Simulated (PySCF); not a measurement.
**Frontier levels across methods**

Compound: C3H5N3.
Numbering: `[CH3:1][n:2]1[cH:3][n:4][cH:5][n:6]1` (hydrogens: H7, H8, H9 on C1; H10 on C3; H11 on C5)

Cartesian coordinates in Å at the PBE0-D3(BJ)/def2-SVP level; atoms count from 1:
```xyz
11
C3H5N3 angstrom
C     -1.6799   -0.2886   -0.0011
N     -0.2565   -0.0870    0.0410
C      0.4446    1.0650   -0.0032
N      1.7341    0.8129    0.0562
C      1.7664   -0.5375    0.1389
N      0.5823   -1.1225    0.1320
H     -2.0162   -0.8044    0.9092
H     -2.1772    0.6872   -0.0697
H     -1.9510   -0.8967   -0.8756
H     -0.0278    2.0446   -0.0783
H      2.6890   -1.1138    0.2047
```

Basis pcSseg-2 throughout (PySCF), one geometry. Geometry: PBE0-D3(BJ)/def2-SVP; no solvent, vibrations or thermal averaging.

**Question.** How do the orbital energies, the gap and the dipole change with the method?

**Answer.** 
```tsv
method	kind	HOMO (eV)	LUMO (eV)	gap (eV)	μ (D)	SCF cycles
BLYP	GGA	-6.33	-0.90	5.43	3.32	16
OPBE	GGA	-6.39	-0.87	5.52	3.28	16
PBE	GGA	-6.43	-0.99	5.44	3.32	16
BP86	GGA	-6.54	-1.07	5.47	3.33	16
LDA	LDA	-6.58	-1.22	5.35	3.40	15
HF	Hartree–Fock	-9.99	2.35	12.35	3.39	12
```

The HOMO spans 3.66 eV, from BLYP down to HF, and the gap runs from 5.35 eV (LDA) to 12.35 eV (HF). The dipole ranges from 3.28 D (OPBE) to 3.40 D (LDA). This basis has no diffuse functions.
